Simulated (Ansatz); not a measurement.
**Molecular dynamics of CH$_{2}$O$_{3}$**

Input file:

```yaml
crystal:
  periodic: [false, false, false]
  atoms:
    - { symbol: O, position_ang: [-0.800494, -0.592571, 0.581097] }
    - { symbol: C, position_ang: [0.020343, 0.11208, -0.096159] }
    - { symbol: O, position_ang: [1.300075, -0.139426, -0.21837] }
    - { symbol: O, position_ang: [-0.551815, 1.097259, -0.645086] }
    - { symbol: H, position_ang: [1.48954, -0.940245, 0.293224] }
    - { symbol: H, position_ang: [-1.41545, 0.398704, 0.039194] }
basis:
  gaussian: { orbitals: cc-pVDZ }
hamiltonian:
  xc: pbe0
  dispersion: d4
md:
  timestep: 0.5
  n_steps: 200
  ensemble: nve
  temperature: 300.0
  initial_velocities: maxwell_boltzmann
  seed: 4356
```

Launched with:

```bash
$ ansatz run input.yaml --threads 1 --pin off --max-ram 2048MiB --backend cpu --events-out ev --progress --plain --runs-dir out
```

It starts at the highest image of a converged band, a first-order saddle point between two minima.

Output, in part (step lines, the closing report, with atoms numbered from 0):

```
md step     0: t =     0.00 fs  T =   300.0 K  F+E_penalty+E_count = -7202.73785910 eV  E_kin = 0.155112 eV  conserved = -7202.58274710 eV  (23 SCF iters)
md step     1: t =     0.50 fs  T =   299.3 K  F+E_penalty+E_count = -7202.73747032 eV  E_kin = 0.154756 eV  conserved = -7202.58271465 eV  (27 SCF iters)
md step     2: t =     1.00 fs  T =   299.3 K  F+E_penalty+E_count = -7202.73737875 eV  E_kin = 0.154746 eV  conserved = -7202.58263248 eV  (26 SCF iters)
md step     3: t =     1.50 fs  T =   302.4 K  F+E_penalty+E_count = -7202.73888359 eV  E_kin = 0.156376 eV  conserved = -7202.58250802 eV  (26 SCF iters)
md step     4: t =     2.00 fs  T =   312.6 K  F+E_penalty+E_count = -7202.74397825 eV  E_kin = 0.161627 eV  conserved = -7202.58235077 eV  (27 SCF iters)
md step     5: t =     2.50 fs  T =   334.7 K  F+E_penalty+E_count = -7202.75522611 eV  E_kin = 0.173058 eV  conserved = -7202.58216766 eV  (27 SCF iters)
md step     6: t =     3.00 fs  T =   374.6 K  F+E_penalty+E_count = -7202.77566296 eV  E_kin = 0.193695 eV  conserved = -7202.58196795 eV  (27 SCF iters)
md step     7: t =     3.50 fs  T =   438.9 K  F+E_penalty+E_count = -7202.80867989 eV  E_kin = 0.226908 eV  conserved = -7202.58177211 eV  (26 SCF iters)
[... lines left out ...]
Total energy: -7203.64390513 eV, -264.7290307082 hartree
Atom 0 at    -0.738920    -0.760558     0.676592 Å, force     1.090661     2.362602    -1.688154 eV/Å
Atom 1 at    -0.078419     0.037012    -0.013577 Å, force    -3.932734    -2.059280     2.174820 eV/Å
Atom 2 at     1.153157    -0.028195    -0.279870 Å, force     5.229283    -0.580053    -0.690070 eV/Å
Atom 3 at    -0.412681     1.128596    -0.687791 Å, force    -0.489567     1.039308    -0.551594 eV/Å
Atom 4 at     1.712180    -0.668529     0.182267 Å, force    -0.897936    -0.270875     0.224762 eV/Å
Atom 5 at    -1.315037     1.424941    -0.695628 Å, force    -0.999707    -0.491702     0.530236 eV/Å
Dipole moment:     0.174396     0.176962    -0.106978 e Å
```

The steps, from the saved trajectory:

| time (fs) | T (K) | potential energy less start (eV) | conserved less start (meV/atom) |
| --- | --- | --- | --- |
| 0.0 | 300 | 0.000 | 0.00 |
| 3.0 | 375 | -0.038 | 0.13 |
| 6.0 | 1255 | -0.495 | -0.18 |
| 9.0 | 2334 | -1.054 | -0.44 |
| 12.0 | 1843 | -0.798 | -0.07 |
| 15.0 | 1831 | -0.795 | -0.58 |
| 18.0 | 1952 | -0.856 | -0.27 |
| 21.0 | 1653 | -0.699 | 0.14 |
| 24.0 | 1968 | -0.867 | -0.74 |
| 27.0 | 1800 | -0.779 | -0.54 |
| 30.0 | 811 | -0.263 | 0.10 |
| 33.0 | 738 | -0.229 | -0.50 |
| 36.0 | 1524 | -0.637 | -0.68 |
| 39.0 | 1679 | -0.713 | 0.04 |
| 42.0 | 2127 | -0.951 | -1.13 |
| 45.0 | 2084 | -0.929 | -1.06 |
| 48.0 | 1665 | -0.705 | 0.15 |
| 51.0 | 2117 | -0.944 | -0.83 |
| 54.0 | 1965 | -0.865 | -0.73 |
| 57.0 | 1036 | -0.379 | 0.16 |
| 60.0 | 1078 | -0.405 | -0.45 |
| 63.0 | 997 | -0.359 | 0.17 |
| 66.0 | 1582 | -0.665 | -0.32 |
| 69.0 | 1477 | -0.610 | -0.25 |
| 72.0 | 1801 | -0.774 | 0.36 |
| 75.0 | 2534 | -1.157 | -0.30 |
| 78.0 | 2236 | -1.004 | -0.53 |
| 81.0 | 1499 | -0.619 | 0.15 |
| 84.0 | 1343 | -0.539 | 0.02 |
| 87.0 | 1436 | -0.591 | -0.64 |
| 90.0 | 913 | -0.317 | 0.09 |
| 93.0 | 1017 | -0.371 | -0.03 |
| 96.0 | 1320 | -0.531 | -0.61 |
| 99.0 | 1451 | -0.595 | -0.03 |

The run went to its last step. The conserved energy stayed within 1.3 meV per atom of its start (net change -1 meV per atom), so the integration is sound. The system heated up, since it started high on the potential surface and ran downhill. A run of 0.1 ps of so small a system gives no equilibrium averages. The orbitals stay closed-shell, which can raise the energy where a bond breaks towards radicals; this wasn't checked here.

The step under study would form O1–H6 and break O4–H6. These pairs go: O1–H6 1.29 → 2.64 Å, O4–H6 1.30 → 0.95 Å. In the last frame they stand as before the step (other bonds may differ from the relaxed reactants and products). It ends as one piece, CH2O3. Pairs count as bonded within 1.25 times the sum of covalent radii (0.12 Å more for H–H).

Last frame:

```xyz
6
Properties=species:S:1:pos:R:3
O -0.739 -0.761 0.677
C -0.078 0.037 -0.014
O 1.153 -0.028 -0.280
O -0.413 1.129 -0.688
H 1.712 -0.668 0.182
H -1.315 1.425 -0.696
```

The run took 5.2 min on 1 thread of Arm Neoverse V1 (shared host), peak memory 0.11 GiB.
